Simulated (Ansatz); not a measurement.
This Ansatz (a first-principles code) input (HF/def2-TZVPP) gives -109.18245 Eh with 76 basis functions. A basis named .json is the Basis Set Exchange file of that set (core-valence sets with the plain set on hydrogen).

Ansatz 0.2 input:
```yaml
crystal:
  periodic: [false, false, false]
  atoms:
    - {symbol: N, position_ang: [-0.00000000, -0.00000000, -0.43758825]}
    - {symbol: N, position_ang: [0.00000000, 0.00000000, 0.64838676]}
    - {symbol: H, position_ang: [-0.00000000, -0.00000000, -1.47558960]}
basis:
  gaussian:
    orbitals: def2-TZVPP
    fitting: {mean_field: cc-pVTZ-JKFIT.json}
hamiltonian:
  xc: {name: HF}
total_charge: 1
magnetization: {spin_polarized: false}
```

Change:
```diff
- fitting: {mean_field: cc-pVTZ-JKFIT.json}
+ fitting: {mean_field: def2-SV_P_-JKFIT.json}
```

Question: What does the run give now?

Answer: -109.18251 Eh (HF/def2-TZVPP, 76 functions), a change of -0.06 mEh.
